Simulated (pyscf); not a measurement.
Single points on ωB97X-D3(BJ)/def2-SVP structures (PySCF, gas phase).

### Question
Estimate by transition-state theory (the high-pressure limit) the rate constant of H₃C–CH₂–CH•–SiH₃ (SMILES CC[CH][SiH3]) -> H₂C=CH–SiH₃ (SMILES C=C[SiH3]) + CH₃• (SMILES [CH3]) (doublet surface; C–C broken, none formed) at 600 K, with ωB97M-D3(BJ)/def2-TZVP energies (ideal gas, 1 atm, RRHO with modes under 100 cm⁻¹ raised to 100, one conformer, R ln 2 for rigid chiral ones; no tunnelling).

### Answer
The electronic barrier is 35.0 kcal/mol and the thermal terms add -5.5, so ΔG‡ = 29.5 kcal/mol. With k_BT/h = 1.25e+13 s⁻¹ and RT = 1.192 kcal/mol, k = 2.2e+02 s⁻¹, a half-life of 3.2e-03 s through this channel alone. Wigner's tunnelling factor for 410i cm⁻¹ would be 1.04. A shift of 1 kcal/mol in the barrier changes k by a factor 2.3. H₃C–CH₂–CH•–SiH₃ lies 27.4 kcal/mol over its isomer H₃C–Si•(CH₃)–CH₃, and others may lie lower still (electronic energy, ωB97M-D3(BJ)). This is the saddle that the search found; another between the same sides may lie lower.
